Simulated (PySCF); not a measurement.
Does the answer move with the share of exact exchange?

Species: C₃H₃F.
Bonds: F1–C2, C2–C3 (double), C3–C4, C2–C4. Hydrogens: H5 on C3; H6, H7 on C4.

PySCF, def2-SVPD basis, density fitting, gas phase, PBE0-D3(BJ)/def2-SVP geometry; singlet excitations by full TDDFT with frozen cores, triplets by Tamm–Dancoff TDDFT and ionisation energies by ΔSCF, from the lowest of the holes tried. One functional is left out:

```csv
functional,exact exchange (%),HOMO energy (eV),LUMO energy (eV),lowest singlet excitation (eV),lowest triplet excitation (eV),dipole moment (D),mean polarisability (au),vertical ionisation energy (eV)
LDA,0,-6.24,-0.98,6.33,4.60,1.122,35.7,9.91
PBE,0,-6.11,-0.72,6.25,4.46,1.060,35.5,9.70
PBE0,25,-7.33,0.36,6.74,4.42,1.183,34.4,9.81
BHandHLYP,50,-8.43,1.23,6.91,4.39,1.320,33.8,9.76
```

Q: Predict the row of B3LYP (20 % exact exchange) by straight lines through the other rows, and check it.

A: 
```json
{"property": "HOMO energy (eV)", "line": "-7.08", "computed": "-7.12", "computed − line": "-0.04", "PBE0 (25 %), for comparison": "-7.33"}
{"property": "LUMO energy (eV)", "line": "0.03", "computed": "0.07", "computed − line": "+0.04", "PBE0 (25 %), for comparison": "0.36"}
{"property": "lowest singlet excitation (eV)", "line": "6.57", "computed": "6.52", "computed − line": "-0.05", "PBE0 (25 %), for comparison": "6.74"}
{"property": "lowest triplet excitation (eV)", "line": "4.46", "computed": "4.47", "computed − line": "+0.01", "PBE0 (25 %), for comparison": "4.42"}
{"property": "dipole moment (D)", "line": "1.177", "computed": "1.197", "computed − line": "+0.020", "PBE0 (25 %), for comparison": "1.183"}
{"property": "mean polarisability (au)", "line": "34.8", "computed": "34.8", "computed − line": "0.0", "PBE0 (25 %), for comparison": "34.4"}
{"property": "vertical ionisation energy (eV)", "line": "9.79", "computed": "9.85", "computed − line": "+0.06", "PBE0 (25 %), for comparison": "9.81"}
```

Q: Which of these properties follows the share of exact exchange most closely, and which least?

A: Most closely the HOMO energy, least the vertical ionisation energy; the correlations over the tabulated rows are HOMO energy -0.999, LUMO energy 0.991, mean polarisability -0.982, lowest singlet excitation 0.971, dipole moment 0.969, lowest triplet excitation -0.759, vertical ionisation energy -0.215. The HOMO energy moves by -0.452 eV for every 10 %. Functionals with the same share still differ in their other parts: at 0 % LDA and PBE differ by 0.13 eV in it.
